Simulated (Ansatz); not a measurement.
```yaml
crystal:
  periodic: [false, false, false]
  atoms:
    - {symbol: F, position_ang: [-1.215250, -0.479378, 0.147247]}
    - {symbol: Si, position_ang: [-0.017663, 0.509174, -0.260746]}
    - {symbol: F, position_ang: [1.236773, -0.301653, 0.328200]}
    - {symbol: H, position_ang: [0.086483, 0.533707, -1.696078]}
basis:
  gaussian: {orbitals: def2-TZVP}
magnetization: {spin_polarized: true, initial_magnetization: 1}
hamiltonian: {xc: pbe0}
relax: {f_tol: 0.004, max_steps: 80}
```

```sh
$ ansatz run in.yaml --threads 1 --pin off --events-out ev --progress --plain --max-ram 2176MiB
```

Steps of the relaxation (energy above the last step; positions in Å, forces in eV/Å):

```
4
step 1, 74.7 meV
F    -1.215   -0.479    0.147   -0.046    0.508   -0.242
Si   -0.018    0.509   -0.261   -0.033   -1.090    1.511
F     1.237   -0.302    0.328    0.008    0.512   -0.238
H     0.086    0.534   -1.696    0.071    0.070   -1.030
```

```
4
step 2, 22.2 meV
F    -1.236   -0.474    0.150    0.045    0.327   -0.205
Si   -0.017    0.486   -0.248   -0.010   -0.629    0.751
F     1.256   -0.293    0.334   -0.061    0.320   -0.213
H     0.087    0.544   -1.718    0.026   -0.018   -0.333
```

```
4
step 3, 1.4 meV
F    -1.257   -0.464    0.135   -0.003    0.079   -0.028
Si   -0.018    0.472   -0.222    0.014   -0.170   -0.030
F     1.277   -0.281    0.322   -0.004    0.078   -0.028
H     0.088    0.535   -1.716   -0.007    0.013    0.085
```

```
4
step 6, 0.0 meV
F    -1.265   -0.460    0.131    0.000    0.000    0.000
Si   -0.017    0.463   -0.222    0.000    0.000   -0.001
F     1.285   -0.275    0.319    0.000    0.000    0.000
H     0.087    0.534   -1.710    0.000    0.000    0.001
```

Close pairs at the end: Si2–H4 1.493 Å, Si2–F3 1.592 Å, F1–Si2 1.592 Å.

A stationary point of unrestricted PBE0 after 6 steps, with ⟨S²⟩ = 0.752 against 0.75 for a pure state; no frequencies were run, so it isn't proven a minimum. 12 s on 1 thread of Intel Xeon 6975P-C, shared host.
